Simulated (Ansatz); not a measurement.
**A rate constant, worked out**

An elementary step of BNH₆S, closed shell (BH₃S ([BH2][SH]) + NH₃ → BNH₄ ([BH2][NH2]) + H₂S; B–S, H–N broken or loosened, B–N, S–H formed or tightened). The start structure is the complex of the reactants, bound by 0.88 eV, and the electronic barrier above it is 1.379 eV by CCSD(T) at an estimated basis limit (MP2 extrapolated from triple and quadruple zeta, plus CCSD(T) − MP2 in triple zeta). Program: Ansatz 0.2.0. Basis: def2-TZVPP and def2-QZVPP. Cores are frozen in the correlated methods. Extrapolation: Hartree–Fock as exp(−7.88 √X), correlation as X^−2.97. Harmonic wavenumbers at PBE0-D4/def2-TZVP (Ansatz 0.2.0), in cm⁻¹:

Start: 185, 273, 298, 594, 625, 689, 722, 851, 954, 1091, 1135, 1173, 1338, 1641, 1656, 2496, 2553, 2702, 3459, 3573, 3579.

Saddle: 1003i, 244, 311, 457, 496, 569, 715, 739, 858, 951, 1034, 1120, 1201, 1287, 1501, 1609, 2550, 2628, 2715, 3567, 3660.

(1) Work out the transition-state-theory rate constant at 600 K from these numbers alone (harmonic vibrations; rotation, path degeneracy and anharmonicity left out), and the Wigner tunnelling factor. Use 1 cm⁻¹ = 1.2398 × 10⁻⁴ eV and k_B = 8.617 × 10⁻⁵ eV/K.

No T1 diagnostic of these runs exceeds 0.012.

Results:

(1) Zero-point energies, half the sums: start 31587/2 cm⁻¹ = 1.9581 eV; saddle, real modes only, 28212/2 cm⁻¹ = 1.7489 eV.
Barrier with zero-point energy: 1.379 + 1.7489 − 1.9581 = 1.1698 eV.
k_BT = 0.05170 eV, so the barrier is 22.62 k_BT.
Vibrational partition functions from the zero-point level, ln q = −Σ ln(1 − exp(−hν/k_BT)): start 3.906, saddle 3.469.
k = (k_BT/h) exp(ln q‡ − ln q) exp(−E0/k_BT), with log₁₀(k_BT/h in s⁻¹) = 13.10: log₁₀ k = 13.10 + (-0.437 − 22.62)/2.3026 = 3.09, so k ≈ 1 × 10^(3) s⁻¹.
Wigner factor: 1 + (hν‡/k_BT)²/24 = 1 + (2.41)²/24 = 1.24. A change of 1 kcal/mol (0.043 eV) in the barrier would change k by a factor of 2.3 at this temperature.

Labels in which every atom is bracketed show which atoms are joined, not bond orders.

For scale, one of the runs: CCSD(T)/def2-TZVPP, 188 basis functions, launched by `ansatz run in.yaml --threads 2 --pin off --events-out ev --progress --plain --max-ram 4352MiB`. Time: 43 s of wall clock on 2 CPU threads of an Arm Neoverse V1; the host was shared. Peak host memory: 2 GiB.
